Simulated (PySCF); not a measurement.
Gas-phase reaction: 2 BH₃ + BF = 3 BH₂ + F

Energies from PySCF, thermal terms from the rigid-rotor harmonic-oscillator model, ideal gas at 1 bar. 'Table' is the NASA 1993 thermochemical table (part measured, part estimated). After a fit of one offset per element over all species, the range-separated, M06-2X, PBE0/def2-QZVP and CCSD(T)/def2-TZVPP enthalpies, where run, lie to one side of the table for BH₂ (+121 kJ/mol): a fault of the table's entry, another state or a shared error of the levels is possible; this was not checked at source. S°(298 K) at PBE0/def2-TZVP differs from the NASA 1993 table for BH₂ (+14 J/mol/K); whether the harmonic model or the table's entry is off was not settled. † marks an energy on the PBE0/def2-TZVP geometry and frequencies. CCSD(T) freezes the core. Open shells (unrestricted): BH₂ (multiplicity 2), F (multiplicity 2, electronic degeneracy 6); the rest are closed-shell singlets. Spin-orbit splitting is ignored; it lowers the true energy and changes the entropy of F. B3LYP is the form with VWN-RPA correlation. For this reaction the table lies outside the span of B3LYP, CCSD(T), M06-2X, MP2, PBE0, r2SCAN, ωB97M-V, ωB97X-V in their largest bases here; which side is off was not settled. CCSD(T) isn't extrapolated to the basis-set limit; its ΔH°(298 K) is 917.0 kJ in def2-SVP and 937.8 kJ in def2-TZVPP. The harmonic model lacks anharmonicity and excited electronic states, which grow with temperature; levels with a mode under 35 cm⁻¹ are left out. The table's entry may be an old estimate for BH₃, BF, BH₂ (not checked at source).

| level | ΔH°(298 K), kJ | minus table | ΔG°(1400 K), kJ |
|---|---|---|---|
| table | 584.4 | - | 386.2 |
| B3LYP/def2-TZVP† | 920.4 | 336.0 | 674.3 |
| BLYP/def2-TZVP† | 930.6 | 346.2 | 684.5 |
| CCSD(T)/def2-TZVPP† | 937.8 | 353.4 | 691.7 |
| PBE0/def2-QZVP† | 901.3 | 316.9 | 655.2 |
| PBE0/def2-SVP† | 901.7 | 317.3 | 655.6 |
| r2SCAN/def2-TZVP† | 885.0 | 300.6 | 638.9 |
| ωB97X-V/def2-TZVP† | 945.0 | 360.6 | 698.9 |
